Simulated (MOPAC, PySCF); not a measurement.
C4H4S, SMILES `c1ccsc1`, neutral singlet in the gas phase. 

Cartesian coordinates (Å):
```xyz
9

C      0.6156    -0.7807     0.0155
C     -0.7895    -0.6022     0.0521
C     -1.1488     0.7125     0.0044
S      0.2173     1.7284    -0.0844
C      1.2891     0.4028    -0.0589
H      1.1063    -1.7445     0.0432
H     -1.5033    -1.4131     0.1111
H     -2.1421     1.1341     0.0170
H      2.3555     0.5628    -0.0999
```
Charge 0, multiplicity 1.

All levels are single points at this geometry (PBE0-D4/def2-TZVP); Pople sets use spherical d functions. Orbital energies aren't observables, and empty levels follow the basis.

B3LYP/6-31G* in PySCF gives HOMO (eV) = -6.34.

Estimate the HOMO (eV) from each of these levels: B3LYP-D3(BJ)/def2-TZVP in PySCF; PBE0-D4/def2-TZVP in PySCF; HF/3-21G in PySCF; HF/6-31G* in PySCF; PM7 in MOPAC.


```csv
level,HOMO (eV)
B3LYP-D3(BJ)/def2-TZVP in PySCF,-6.65
PBE0-D4/def2-TZVP in PySCF,-6.89
HF/3-21G in PySCF,-9.08
HF/6-31G* in PySCF,-8.79
PM7 in MOPAC,-9.07
```
